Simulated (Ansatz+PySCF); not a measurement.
Results of a calculation; reference values are marked as such.
A run of Ansatz (development build ahead of 0.2.0) on doublet OH at this shape:

```yaml
atoms:
  - { symbol: O, position_ang: [-0.0102, 0.0026, -0.1574] }
  - { symbol: H, position_ang: [0.0143, -0.0464, 0.8561] }
```

Its results:

```yaml
Converged: yes
Total_energy: -75.40059 hartree
Spin_squared_of_the_determinant: 0.757
Stability_test: minimum
Occupied_orbitals_by_symmetry_in_an_Abelian_subgroup_alpha;_beta: 3 A1 1 B1 1 B2; 3 A1 1 B1
```

Forces (eV/Å):
```tsv
atom	Fx	Fy	Fz
O1	0.067	-0.134	2.780
H2	-0.067	0.134	-2.780
```

Question: Which input gives this output? Name the method, the orbitals and the basis set, and write the input.

Answer: UHF in aug-cc-pVDZ.

```yaml
crystal:
  periodic: [false, false, false]
  atoms:
    - { symbol: O, position_ang: [-0.01023, 0.0026, -0.15737] }
    - { symbol: H, position_ang: [0.01429, -0.04642, 0.85607] }
basis:
  gaussian: { orbitals: aug-cc-pVDZ }
magnetization:
  spin_polarized: true
  initial_magnetization: 1
hamiltonian:
  xc: hf
output:
  forces: true
```
